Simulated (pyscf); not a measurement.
**Routes from HO–SiH₂–OH + silanol (HO–SiH₃)**

Candidate steps break at most two bonds and form at most two. Each was searched with GFN2-xTB (tblite) first. Structures and frequencies: ωB97X-D3(BJ)/def2-SVP in PySCF. Energies: ωB97M-D3(BJ)/def2-TZVP, kcal/mol, from the separated reactants, singlet surface; ΔG‡ with ideal gas, 1 atm, RRHO with modes under 100 cm⁻¹ raised to 100, one conformer, R ln 2 for chiral ones without a mode under 150 cm⁻¹.

```tsv
products	type	ΔE‡	ΔE	ΔG‡ 298 K	ΔG‡ 900 K	ν‡ (cm⁻¹)
HO–SiH(OH)–O–SiH₃ + H₂	four-centre exchange	27.2	-28.2	38.4	64.0	1263i
HO–SiH₂–O–SiH₂–OH + H₂	four-centre exchange	28.9	-26.1	41.1	68.2	1242i
```

Row 2: On the reactant side the descent ends in a complex (not fully relaxed), 7.0 kcal/mol under the separated species and 34.9 kcal/mol under the saddle at ωB97X-D3(BJ)/def2-TZVP. 

Plain bond fissions and candidates not yet searched are not listed, and one of them may be faster. Each barrier is that of the saddle found; lower ones may exist.
